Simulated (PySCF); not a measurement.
An unknown is described by computed data only.

Elements present: C, F and H. Monoisotopic mass: 84.0187 u.

* Rotational structure: rotational constants A, B, C: 9.025, 3.449, 2.753 GHz [GFN2-xTB]
* XPS: C1s 294.1, C1s 296.3, F1s 693.4, F1s 693.7 (×2) eV [ΔSCF SCAN, pcX-2 on the ionised atom, pcseg-1 elsewhere, spin-free X2C]
* UV, first state: lowest singlet excitation: 9.17 eV (135 nm, f = 0.014) [TDDFT PBE0/def2-SVPD]
* Dipole: 1.04 D [PBE0/def2-SVPD]
* Polarisability: 29.3 au [PBE0/def2-SVPD]
* Triplet: lowest triplet excitation (Tamm–Dancoff): 8.68 eV [TDA PBE0/def2-SVPD]
* UV, strongest line: among the 8 lowest singlet transitions: S6 at 10.35 eV (120 nm, f = 0.064) [TDDFT PBE0/def2-SVPD]

Gas-phase values; electronic properties from PySCF, density fitting. Levels stand in brackets. The structure is a single GFN2-xTB conformer in the gas phase; no vibrational or solvent corrections.

Question: Which formula fits the mass and the elements?

Answer: C2H3F3 (calculated 84.0187). No other formula that holds each of these elements comes within 0.0003 u with a fitting electron parity and a possible valence count.

Question: Propose a structure and show how it fits.

Answer: Numbering: `[F:1][CH2:2][CH:3]([F:4])[F:5]`. Its formula, C2H3F3, gives 0 degrees of unsaturation, so no ring and no π bond. The core levels belong to: C1s 294.1 eV, sp3 C–F carbon [C2]; C1s 296.3 eV, CHF2 carbon [C3]; F1s 693.4 eV, alkyl fluorine [F1]; F1s 693.7 eV, fluorine of a CF2 group [F4/F5]. One atom of each topological class was ionised and stands for its class. The optimised geometry has point group C1 and is an asymmetric top. Structure: CHF2CH2F (`FCC(F)F`). Computed isomers that give other values at the same levels: `CC(F)(F)F` (lowest singlet excitation: 10.56 eV (117 nm, f = 0.066)). The assignments are read from this structure; whether some other isomer fits the data as well wasn't checked.

Conformer computed: `[F:1][CH2:2][CH:3]([F:4])[F:5]`: F1–C2–C3–F4 147°.
